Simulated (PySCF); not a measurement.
Compound: C₄H₈O.
Atom-mapped SMILES: `[CH2:1]1[CH2:2][CH2:3][O:4][CH2:5]1`

Cartesian coordinates in Å at the PBE0-D3(BJ)/def2-SVP level; atoms count from 1:
```
atom  x, y, z in Å
C1    -0.9168    0.4046   -0.3778
C2     0.4242    0.9775    0.0669
C3     1.3136   -0.2594   -0.0010
O4     0.4781   -1.3645    0.2773
C5    -0.8782   -0.9713    0.2748
H6    -0.9440    0.3078   -1.4757
H7    -1.7837    1.0066   -0.0696
H8     0.3558    1.3482    1.1027
H9     0.7858    1.8028   -0.5633
H10    2.1426   -0.2333    0.7260
H11    1.7592   -0.3703   -1.0089
H12   -1.4740   -1.7255   -0.2647
H13   -1.2624   -0.9234    1.3135
```

The computed photoelectron lines, unassigned: C 1s: 290.79 (area 2), 291.92 (area 2) eV; O 1s: 538.02 eV.

Method used: PySCF 2.14.0, delta-SCF UKS SCAN, pcX-2 on the ionised atom, pcseg-1 elsewhere, spin-free X2C. The structure is a single PBE0-D3(BJ)/def2-SVP conformer in the gas phase; no vibrational or solvent corrections.

(1) Assign the C 1s lines to atoms.

## Answers

(1) 290.79 eV: C1/C2 (ring CH2 carbon); 291.92 eV: C3/C5 (sp3 carbon bound to oxygen). Lowest listed C 1s: C1/C2, bonded to 2 C and 2 H. Highest, 1.13 eV above it: C3/C5, bonded to O, C and 2 H.

Bonded neighbours of each site: C1/C2: 2 C and 2 H; C3/C5: O, C and 2 H; O4: 2 C.

Problem. Which effective nuclear charge Zeff reproduces each element's mean 1s value in the hydrogen-like formula E = 13.606 eV × Zeff²?

Solution. C (Z = 6): mean 291.4 eV, Zeff = 4.63, Z − Zeff = 1.37; O (Z = 8): mean 538.0 eV, Zeff = 6.29, Z − Zeff = 1.71. Means run over the listed sites, weighted by atom count.

Atoms equivalent by their bonding share one computed value, that of the first of them.
